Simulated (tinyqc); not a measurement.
Pariser-Parr-Pople SCF with singles CI, for the molecule c1cc[nH]c1 (SMILES; centres numbered as the heavy atoms are written), step by step. One step of it, computed by the program tinyqc.

Question. Iteration 3: orbitals and new P. Diagonalise F (the basis is taken as orthonormal) and form P = 2 sum c c over the lowest orbitals.

F (eV), lower triangle:
```
,1C,2C,3C,4N,5C
1C,-5.332030
2C,-4.015421,-5.331862
3C,0.226542,-4.363870,-6.086016
4N,0.559334,0.559126,-3.773534,-10.103461
5C,-4.363289,0.226488,0.802274,-3.773813,-6.086482
```

pi electrons, sum of z_r less the charge = 6

Give: orbital energies; P after iteration 3.

Answer.

orbital energies (eV): -14.232  -10.356  -9.472  -0.147  1.267

P after iteration 3, lower triangle:
```
,1C,2C,3C,4N,5C
1C,1.083
2C,0.602,1.083
3C,-0.112,0.743,1.127
4N,-0.257,-0.257,0.515,1.581
5C,0.743,-0.112,-0.392,0.515,1.127
```
